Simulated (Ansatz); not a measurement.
# Relative stability

Two relaxed structures of Si$_{2}$H$_{3}$Cl, closed shell (PBE0-D4/def2-TZVP; forces vanish, vibrations not checked).

A:

Si1  (-0.459, 0.506, -1.141)
Si2  (0.352, -0.437, 0.877)
Cl3  (1.989, 0.543, 1.677)
H4  (-1.496, -0.619, -1.080)
H5  (-0.716, -0.416, 1.917)
H6  (0.762, -1.853, 0.654)
(Å)

B:

Si1  (-0.515, 0.368, -1.021)
Si2  (0.426, -0.445, 0.764)
Cl3  (1.875, 0.593, 1.767)
H4  (-1.696, -0.444, -1.420)
H5  (-0.819, 1.821, -0.977)
H6  (0.728, -1.892, 0.887)
(Å)

Program: Ansatz 0.2.0. Basis: def2-TZVPP. Cores are frozen in the correlated methods. B3LYP uses VWN-RPA correlation.

(1) Which structure is lower at CCSD(T), and by how much? (An estimate is asked for; the value comes from the calculation.)

(2) Do the other methods give the same order? (A judgement: the text doesn't fix the answer.)

The T1 diagnostic stays at or below 0.017. The restricted Hartree–Fock reference is unstable towards an unrestricted one at one or more of these structures. A large double-excitation amplitude points to some diradical character; no triplet was computed.

Results:

(1) Computed: B, by 0.193 eV (electronic energy, against the other). By their contacts, A is Si₂H₃Cl ([SiH][SiH2][Cl]) and B is Si₂H₃Cl ([SiH2][SiH][Cl]).

(2) Computed: Not all: HF gives the other order.

```csv
method,E(B) − E(A) (eV)
PBE-D4,-0.371
r2SCAN-D4,-0.384
PBE0-D4,-0.251
B3LYP-D4,-0.209
wB97M-V,-0.043
HF,0.226
MP2,-0.232
CCSD,-0.077
CCSD(T),-0.193
```

Labels in which every atom is bracketed show which atoms are joined, not bond orders.

For scale, one of the runs: CCSD(T)/def2-TZVPP, 168 basis functions, launched by `ansatz run in.yaml --threads 2 --pin off --events-out ev --progress --plain --max-ram 4352MiB`. Time: 29 s of wall clock on 2 CPU threads of an Arm Neoverse V1; the host was shared. Peak host memory: 1.2 GiB.
